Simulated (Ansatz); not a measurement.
System: 1T (CdI2-type) HfTe₂ (structure not from a measured cell). Method: LDA (PAW; Ansatz, a first-principles code).

Rigid layers of the crystal as relaxed at this level are moved apart or together:

```json
[
 {"run": "1", "k mesh": "12×12×6", "layer repeat (Å)": "6.35", "energy against free layers (meV/Å²)": "-17.68", "gap on the mesh (eV)": "0.000"},
 {"run": "2", "k mesh": "12×12×6", "layer repeat (Å)": "6.5", "energy against free layers (meV/Å²)": "-18.50", "gap on the mesh (eV)": "0.000"},
 {"run": "3", "k mesh": "12×12×6", "layer repeat (Å)": "6.65", "energy against free layers (meV/Å²)": "-17.91", "gap on the mesh (eV)": "0.000"},
 {"run": "4", "k mesh": "12×12×6", "layer repeat (Å)": "6.85", "energy against free layers (meV/Å²)": "-16.08", "gap on the mesh (eV)": "0.000"},
 {"run": "5", "k mesh": "12×12×6", "layer repeat (Å)": "7.15", "energy against free layers (meV/Å²)": "-12.68", "gap on the mesh (eV)": "0.000"},
 {"run": "6", "k mesh": "12×12×6", "layer repeat (Å)": "7.65", "energy against free layers (meV/Å²)": "-7.29", "gap on the mesh (eV)": "0.000"},
 {"run": "7", "k mesh": "12×12×4", "layer repeat (Å)": "8.65", "energy against free layers (meV/Å²)": "-1.75", "gap on the mesh (eV)": "0.000"},
 {"run": "8", "k mesh": "12×12×4", "layer repeat (Å)": "10.65", "energy against free layers (meV/Å²)": "-0.06", "gap on the mesh (eV)": "0.000"}
]
```

The lowest energy of these points lies at a layer repeat of 6.50 Å.

Spin–orbit coupling is not included.

Note: the cell comes from a level without a dispersion term, which matters for the spacing of layers, chains or molecules.
